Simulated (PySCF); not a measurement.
All values below come from PBE-D3(BJ)/def2-TZVP // PBE0-D4/def2-TZVP in PySCF 2.14.0. Isolated molecules, 0 K electronic values unless said otherwise. Excitations are Tamm–Dancoff values on a coarser integration grid. The basis has no diffuse functions, so Rydberg states are missing or too high.

Reference species (SMILES): `ClC(Cl)(Cl)Cl` (neutral, multiplicity 1).

| Property | Result |
|---|---|
| T1 excitation (TDA) | 4.87 eV |
| S1 excitation (TDA) | 5.22 eV |
| HOMO | -7.59 eV |

Changed species: `ClC(Cl)Cl` (1 of 4 Cl replaced by H; the reference has 0 of 4 Cl replaced by H).

### Question
Predict the effect on the T1 excitation (TDA), S1 excitation (TDA) and HOMO.

### Answer
the T1 excitation (TDA) rises by 0.44 eV, to 5.31 eV; the S1 excitation (TDA) rises by 0.52 eV, to 5.74 eV; the HOMO increases by 0.18 eV, to -7.41 eV.
